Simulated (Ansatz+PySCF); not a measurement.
Results of a calculation; reference values are marked as such.
Input for PySCF 2.14.0:

```python
from pyscf import gto, scf, cc

mol = gto.M(atom="""
C 0.000000 0.000000 1.752000
C 0.000000 0.000000 0.000000
B 0.000000 0.000000 -1.884000
""", basis='sto-3g', charge=0, spin=3)
mf = scf.UHF(mol)
mf.kernel()
mycc = cc.CCSD(mf, frozen=3).run()
et = mycc.ccsd_t()
print(mf.e_tot, mycc.e_corr, et, mycc.e_tot + et)
```

The script is written out from the run's settings.

Output:

```json
{
  "Converged": "yes",
  "Reference energy": "-98.68488 hartree",
  "CCSD correlation energy": "-0.13733 hartree",
  "Triples correction": "-0.00407 hartree",
  "Total energy": "-98.82628 hartree",
  "Spin squared of the determinant": "3.843"
}
```

This is not the lowest solution: another run reaches a determinant 0.08 eV lower. Caution: large amplitudes, a single reference is doubtful.
